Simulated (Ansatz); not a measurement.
# C3H5: the cost of one run

All numbers are computed with Ansatz 0.2.0 through its Python package. The levels of theory stand in the script.

### 1 Starting point

Bond lengths: C1–C2 1.378 Å, C2–C3 1.378 Å, C1–H4 1.086 Å, C1–H5 1.085 Å, C2–H6 1.085 Å, C3–H7 1.085 Å, C3–H8 1.085 Å. Angles: C1–C2–C3 120.5°, C1–C2–H6 119.7°, C3–C2–H6 119.7°, C2–C1–H4 121.5°, C2–C1–H5 121.4°, H4–C1–H5 117.0°, C2–C3–H7 121.5°, C2–C3–H8 121.4°, H7–C3–H8 117.0°.

Input file c3h5.xyz:

```xyz
8

C    -0.43168    0.92920   -0.64004
C     0.28837    0.27073    0.33313
C     0.24632   -1.10319    0.42606
H    -1.04587    0.39010   -1.35450
H    -0.40864    2.01045   -0.72629
H     0.89289    0.83945    1.03256
H    -0.34801   -1.70061   -0.25788
H     0.80663   -1.63612    1.18696
```

### 2 The code

Contents of c3h5.py:

```python
"""How the energy of C3H5(+) converges with the basis."""

import ansatz as az

XC = "pbe0"
CHARGE = 1

geometry = az.Crystal.molecule_from_extxyz("c3h5.xyz")

base = geometry.calculation().functional(XC).charge(CHARGE)

energies = {}
for basis in ["cc-pVDZ", "cc-pVTZ"]:
    data = base.basis(gaussian=basis).run(threads=1).report
    size = data["n_frozen"] + data["n_occupied"][0] + data["n_virtual"][0]
    energies[basis] = (data["reference_energy_ev"] / 27.211386246, data["free_energy_ev"] / 27.211386246)
    print(f"{basis:14s} {size:4d} orbitals  reference {energies[basis][0]:14.6f} Ha  total {energies[basis][1]:14.6f} Ha")

last = energies["cc-pVTZ"][1]
for basis, (_, total) in energies.items():
    print(f"{basis:14s} lies {27.211386 * (total - last):9.4f} eV above cc-pVTZ")
```

### 3 What the engine is handed

The engine receives this input (first run):

```yaml
crystal:
  periodic: [false, false, false]
  atoms:
    - { symbol: C, position_ang: [-0.43168, 0.9292, -0.64004] }
    - { symbol: C, position_ang: [0.28837, 0.27073, 0.33313] }
    - { symbol: C, position_ang: [0.24632, -1.10319, 0.42606] }
    - { symbol: H, position_ang: [-1.04587, 0.3901, -1.3545] }
    - { symbol: H, position_ang: [-0.40864, 2.01045, -0.72629] }
    - { symbol: H, position_ang: [0.89289, 0.83945, 1.03256] }
    - { symbol: H, position_ang: [-0.34801, -1.70061, -0.25788] }
    - { symbol: H, position_ang: [0.80663, -1.63612, 1.18696] }
basis:
  gaussian:
    orbitals: cc-pVDZ
hamiltonian:
  xc: pbe0
total_charge: 1.0
```

### 4 Launch

The run is started by

```sh
$ python c3h5.py
```

What time and memory should one allow on 1 thread of Arm Neoverse V2, shared host?

About 3.5 s, with a peak of 0.29 GiB.
